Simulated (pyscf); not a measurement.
7 gas-phase steps of one pattern: four-centre exchange on the singlet surface, Cl–H + Ge–H or Cl–H + H–Si or Cl–H + H–Sn or F–H + Ge–H broken and Cl–Ge + H–H or Cl–Si + H–H or Cl–Sn + H–H or F–Ge + H–H formed. PySCF, gas phase, ωB97X-D3(BJ)/def2-SVP geometries. Electronic energies in kcal/mol, from the separated reactants; ΔE‡ at ωB97M-D3(BJ)/def2-TZVP, beside the barrier at B3LYP-D3(BJ)/def2-TZVP on the same structures. Rows were drawn at random from the steps of this pattern with a verified saddle, stable references and no exit in the data more than 5 kcal/mol lower.

| row | step | ΔE‡(B3LYP-D3(BJ)) | ΔE‡ |
|---|---|---|---|
| 1 | HCl (SMILES Cl) + :HSi–Cl (SMILES [SiH]Cl) [singlet] -> Cl–Si:–Cl (SMILES Cl[Si]Cl) [singlet] + H₂ (SMILES [H][H]) | -0.8 | 1.1 |
| 2 | HO–Si(SiH₃)(SiH₃)–SiH₃ (SMILES O[Si]([SiH3])([SiH3])[SiH3]) + HCl (SMILES Cl) → HO–Si(SiH₃)(SiH₃)–SiH₂–Cl (SMILES O[Si]([SiH3])([SiH3])[SiH2]Cl) + H₂ (SMILES [H][H]) | 25.9 | 26.3 |
| 3 | H₃Ge–SnH₃ (SMILES [GeH3][SnH3]) + HCl (SMILES Cl) → Cl–SnH₂–GeH₃ (SMILES [Cl][SnH2][GeH3]) + H₂ (SMILES [H][H]) | 25.9 | 30.2 |
| 4 | H₃C–GeH₃ (SMILES [CH3][GeH3]) + HCl (SMILES Cl) → H₃C–GeH₂–Cl (SMILES [CH3][GeH2][Cl]) + H₂ (SMILES [H][H]) | 34.2 | 36.9 |
| 5 | F–GeH₂–F (SMILES [F][GeH2][F]) + HF (SMILES F) → F–GeH(F)–F (SMILES [F][GeH]([F])[F]) + H₂ (SMILES [H][H]) | 32.5 | ? |
| 6 | GeH₄ (SMILES [GeH4]) + HCl (SMILES Cl) → Cl–GeH₃ (SMILES [Cl][GeH3]) + H₂ (SMILES [H][H]) | 38.8 | 41.6 |
| 7 | Cl–GeH(Cl)–Cl (SMILES [Cl][GeH]([Cl])[Cl]) + HCl (SMILES Cl) → Cl–Ge(Cl)(Cl)–Cl (SMILES [Cl][Ge]([Cl])([Cl])[Cl]) + H₂ (SMILES [H][H]) | 43.7 | 47.0 |

Task: Fit ΔE‡ = a + b·ΔE‡(B3LYP-D3(BJ)) to the other rows and predict row 5.

Result: Over the 6 complete rows the means are +27.9 (ΔE‡(B3LYP-D3(BJ))) and 30.5 (ΔE‡); least squares gives b = 1.03 and a = 1.7 kcal/mol, with residuals of 1.1 kcal/mol (root mean square; largest 2.1, row 2). For row 5: 1.7 + 1.03 × (+32.5) = 35.2 kcal/mol. The computed barrier is 33.3 kcal/mol, 1.9 under the line. The line follows the complete rows closely. Each barrier is that of the saddle found. Elements up to Kr have no core potential and no relativistic terms here. Elements past Kr carry the def2 core potentials, without spin-orbit coupling.
